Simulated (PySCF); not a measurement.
## Spin states of BN⁺

Unrestricted PBE0; PySCF, no relativity, basis sets B def2-TZVP, N def2-TZVP. Outer shells of the fragments: B+ 2s2; N 2s2 2p3.

Followed along the bond (rough minima from three points):

```json
{"2Ms+1": "4", "unpaired": "σ ↑, π ↑↑", "⟨S²⟩ at the start": "3.76", "R at minimum (Å)": "1.44", "Te (eV)": "0.00"}
{"2Ms+1": "2", "unpaired": "σ ↓, π ↑↑", "⟨S²⟩ at the start": "1.76", "R at minimum (Å)": "1.45", "Te (eV)": "0.31"}
{"2Ms+1": "2", "unpaired": "σ ↑, π ↑↓", "⟨S²⟩ at the start": "1.76", "R at minimum (Å)": "1.44", "Te (eV)": "0.63"}
```

Solutions found at the starting distance of 1.570 Å, counted from the lowest of them; the search is not exhaustive and high or unbound solutions are not listed, so other states can lie among these:

```json
{"2Ms+1": "4", "unpaired": "σ ↑, π ↑↑", "term": "⁴Σ⁻", "E (eV)": "0.00", "⟨S²⟩": "3.76", "⟨Lz²⟩": "0.00", "μ (D)": "-2.99"}
{"2Ms+1": "2", "unpaired": "σ ↓, π ↑↑", "term": "mixed", "E (eV)": "0.30", "⟨S²⟩": "1.76", "⟨Lz²⟩": "0.00", "μ (D)": "-3.11"}
{"2Ms+1": "2", "unpaired": "σ ↑, π ↑↓", "term": "mixed", "E (eV)": "0.65", "⟨S²⟩": "1.76", "⟨Lz²⟩": "2.01", "μ (D)": "-2.99"}
{"2Ms+1": "2", "unpaired": "π ↑", "term": "²Π", "E (eV)": "1.95", "⟨S²⟩": "0.79", "⟨Lz²⟩": "1.02", "μ (D)": "-4.24"}
{"2Ms+1": "2", "unpaired": "σ ↑", "term": "mixed", "E (eV)": "2.17", "⟨S²⟩": "0.76", "⟨Lz²⟩": "2.00", "μ (D)": "-2.80"}
{"2Ms+1": "4", "unpaired": "σ ↑↑, π ↑", "term": "⁴Π", "E (eV)": "2.63", "⟨S²⟩": "3.75", "⟨Lz²⟩": "1.03", "μ (D)": "-2.49"}
{"2Ms+1": "4", "unpaired": "π ↑↑↑", "term": "⁴Π", "E (eV)": "4.28", "⟨S²⟩": "3.91", "⟨Lz²⟩": "1.00", "μ (D)": "-3.35"}
{"2Ms+1": "2", "unpaired": "π ↑", "term": "²Π", "E (eV)": "4.46", "⟨S²⟩": "0.75", "⟨Lz²⟩": "1.00", "μ (D)": "1.16"}
```

A term symbol is given only where ⟨S²⟩ and ⟨Lz²⟩ are close to those of a pure state; real π, δ and φ orbitals otherwise mix terms. A positive dipole points towards N; it is taken about the centre of mass and depends on that origin.
